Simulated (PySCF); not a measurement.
Bond stretch in SMILES C=O. The C1–O4 bond (C1 also carries H, H; O4 carries nothing else) is varied alone, starting from the PBE0/def2-TZVP optimised geometry.

Methods: UHF/6-31G (PySCF); RHF/6-31G (PySCF); UKS-BLYP = unrestricted BLYP/6-31G (PySCF); RKS-BLYP = restricted BLYP/6-31G run with PySCF 2.14.0; UKS-B3LYP = unrestricted B3LYP/6-31G in PySCF; RKS-B3LYP = restricted B3LYP/6-31G run with PySCF 2.14.0; UKS-TPSSh = unrestricted TPSSh/6-31G (PySCF 2.14.0); RKS-TPSSh = restricted TPSSh/6-31G run with PySCF.

Scanned distances (Å): 0.95, 1.01, 1.08, 1.13, 1.15, 1.20, 1.23, 1.26, 1.31, 1.40, 1.49, 1.63, 1.81, 1.99, 2.14, 2.41, 2.63, 2.95, 3.24, 3.61, 4.14.

Where does the unrestricted solution first break spin symmetry (<S²> of 0.01 or more)?

UHF: between 1.15 and 1.20 Å; UKS-BLYP: between 1.63 and 1.81 Å; UKS-B3LYP: between 1.49 and 1.63 Å; UKS-TPSSh: between 1.49 and 1.63 Å.

```csv
R / Å,<S²> UHF,E(RHF) − E(UHF) / kJ/mol,<S²> UKS-BLYP,E(RKS-BLYP) − E(UKS-BLYP) / kJ/mol,<S²> UKS-B3LYP,E(RKS-B3LYP) − E(UKS-B3LYP) / kJ/mol,<S²> UKS-TPSSh,E(RKS-TPSSh) − E(UKS-TPSSh) / kJ/mol
0.95,0.00,0.0,0.00,0.0,0.00,0.0,0.00,0.0
1.01,0.00,0.0,0.00,0.0,0.00,0.0,0.00,0.0
1.08,0.00,0.0,0.00,0.0,0.00,0.0,0.00,0.0
1.13,0.00,0.0,0.00,0.0,0.00,0.0,0.00,0.0
1.15,0.00,0.0,0.00,0.0,0.00,0.0,0.00,0.0
1.20,0.01,0.0,0.00,0.0,0.00,0.0,0.00,0.0
1.23,0.14,1.9,0.00,0.0,0.00,0.0,0.00,0.0
1.26,0.25,6.7,0.00,0.0,0.00,0.0,0.00,0.0
1.31,0.40,19.8,0.00,0.0,0.00,0.0,0.00,0.0
1.40,0.62,54.7,0.00,0.0,0.00,0.0,0.00,0.0
1.49,0.77,97.5,0.00,0.0,0.00,0.0,0.00,0.0
1.63,0.97,167.9,0.00,0.0,0.31,6.4,0.33,6.9
1.81,1.36,247.9,0.35,6.3,0.67,34.8,0.70,36.4
1.99,1.65,308.0,0.67,25.4,0.97,73.6,1.01,76.9
2.14,1.80,346.5,0.91,45.9,1.24,112.1,1.28,117.6
2.41,1.93,395.6,1.36,—,1.62,184.6,1.64,195.3
2.63,1.98,421.0,1.61,—,1.79,230.6,1.81,249.3
2.95,2.00,443.1,1.81,—,1.92,269.9,1.92,302.7
3.24,2.01,454.3,1.89,—,1.97,290.6,1.97,328.8
3.61,2.02,462.2,1.93,—,1.99,308.4,2.00,347.3
4.14,2.02,467.2,1.95,—,2.00,323.3,2.00,361.7
```

A dash means that the run gave no value there, or that the column was ended at a point which the program doubted or which failed a test of continuity chosen for this set; such a test can also cut sound points.
